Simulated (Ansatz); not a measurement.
## CNP⁺, doublet in cc-pVDZ: errors against UCCSDT(Q)

Geometry: that of the CNP, singlet, kept fixed.

```xyz
3

C     0.0000    0.0000   -1.3389
N     0.0000    0.0000   -0.1433
P     0.0000    0.0000    1.4822
```

Basis cc-pVDZ; Ansatz 0.2.0. Only valence electrons are correlated (noble-gas cores frozen), which leaves 13 electrons in 39 orbitals. Prefix R: restricted or restricted open-shell reference; prefix U: unrestricted. Active spaces: valence = (13e, 12o) chosen from the atoms' valence shells.

Full CI isn't at hand for all of this; UCCSDT(Q) serves as the reference, and is uncertain by the last step of the cluster series or more. The frozen core follows each run's orbitals, which can shift R against U totals by a few meV.

For open shells CISD is restricted-active-space CI with the open shells as a complete middle space.

- UHF ⟨S²⟩: 0.781
- T1 diagnostic (RCCSD): 0.0266
- largest doubles amplitude (RCCSD): 0.077
- T1 diagnostic (UCCSD): 0.0227

| level | E − E(UCCSDT(Q)) (meV) | share of correlation (%) | wall time |
| --- | --- | --- | --- |
| RHF | 10243 | 0.00 | – |
| UHF | 10079 | 1.60 | – |
| RMP2 | 1331 | 87.00 | – |
| UMP2 | 1359 | 86.73 | – |
| CISD | 1537 | 84.99 | 4.1 s |
| RCCSD | 534 | 94.78 | – |
| UCCSD | 528 | 94.85 | – |
| RCCSD(T) | 71 | 99.31 | 5.5 s |
| UCCSD(T) | 74 | 99.28 | 8 s |
| BCCD(T) | 67 | 99.34 | 3.9 s |
| RCCSDT | 42 | 99.59 | – |
| UCCSDT | 42 | 99.59 | – |
| RCCSDT(Q) | 5 | 99.95 | 14 s (H100) |
| CASSCF (valence space) | 5860 | 42.79 | – |
| NEVPT2 (valence space) | 1313 | 87.18 | 50 s (H100) |
| MRCISD (valence space) | 493 | 95.18 | – |
| MRCISD+Q (valence space) | 64 | 99.37 | 54 s (H100) |

The correlation energy at UCCSDT(Q), counted from RHF, is -10.243 eV. That run took 17 s on 2 threads of AMD EPYC 7R13 with a shared H100 80 GB, shared host.

Times hold each run's SCF and search for its determinant on a shared host, so for small cases they say little of a method's own cost; rows without a card ran on 1 thread of AMD EPYC 7R13. Some runs computed forces too.

Natural occupations of CASSCF (valence space) about the gap: 1.972 1.958 1.949 1.938 1.003 0.059 0.056 0.043 0.030 0.017; effectively unpaired electrons, Σ n²(2−n)², 1.07.
